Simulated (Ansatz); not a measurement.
## Al2H, quartet in 6-31G: errors against full CI

Geometry: a point of a stretch scan, not a stationary point.

```xyz
3

Al    0.0000    0.0000    0.1089
Al    0.0000    0.0000   -1.8011
H     0.0000    0.0000    1.6922
```

Basis 6-31G; Ansatz 0.2.0. Only valence electrons are correlated (noble-gas cores frozen), which leaves 7 electrons in 18 orbitals. R marks a restricted (for open shells ROHF) determinant, U an unrestricted one. Active spaces: pair = (5e, 5o) about the gap; valence = (7e, 9o) chosen from the atoms' valence shells.

Full CI is exact within this basis and frozen core; it isn't the basis-set limit. The frozen core follows each run's orbitals, which can shift R against U totals by a few meV.

For open shells CISD and CISDTQ are restricted-active-space CI with the open shells as a complete middle space.

```
UHF ⟨S²⟩                          : 3.756
T1 diagnostic (RCCSD)             : 0.0253
largest doubles amplitude (RCCSD) : 0.066
T1 diagnostic (UCCSD)             : 0.0216
```

| level | E − E(RHF) (eV) |
| --- | --- |
| UHF | -0.0350 |
| RMP2 | -1.1656 |
| UMP2 | -1.1669 |
| RCCSD | -1.6678 |
| UCCSD | -1.6682 |
| RCCSD(T) | -1.7024 |
| UCCSD(T) | -1.7026 |

**Question.** Estimate how far full CI in 6-31G lies from RCCSD(T). The table doesn't fix it; the size of (T) and the diagnostics are the guide.

**Answer.** Full CI in 6-31G lies 19 meV below RCCSD(T), which is 54 % of the (T) step (-35 meV). The diagnostics give no warning, yet the rest is a sizeable part of (T).

The other levels:

```tsv
level	E − E(full CI) (meV)	share of correlation (%)	wall time
CISD	95	94.47	0.6 s
BCCD(T)	19	98.91	0.54 s
RCCSDT	3	99.80	–
UCCSDT	3	99.81	–
CISDTQ	1	99.92	4.9 s
RCCSDT(Q)	1	99.94	2 s
UCCSDT(Q)	1	99.95	1.9 s
RCCSDTQ	0	100.00	12 s
UCCSDTQ	0	100.00	12 s
CASSCF (pair space)	1297	24.66	–
NEVPT2 (pair space)	485	71.84	0.6 s
CASSCF (valence space)	468	72.81	–
NEVPT2 (valence space)	157	90.90	1.9 s
NEVPT4(SD) (valence space)	28	98.39	3 s
MRCISD (valence space)	13	99.23	–
MRCISD+Q (valence space)	5	99.72	3.1 s
```

The correlation energy at full CI, counted from RHF, is -1.721 eV. That run took 2.9 s on 1 thread of AMD EPYC 7B13, shared host over 331,072 determinants.

Times hold each run's SCF and search for its determinant on a shared host, so for small cases they say little of a method's own cost; they ran on 1 thread of AMD EPYC 7B13.

The full-CI state has the irrep A2 of C2v, in the program's axes (one component, if the state is degenerate).

Natural occupations of full CI about the gap: 1.962 1.949 0.993 0.985 0.985 0.038 0.027 0.027 0.010 0.006; effectively unpaired electrons, Σ n²(2−n)², 3.03.
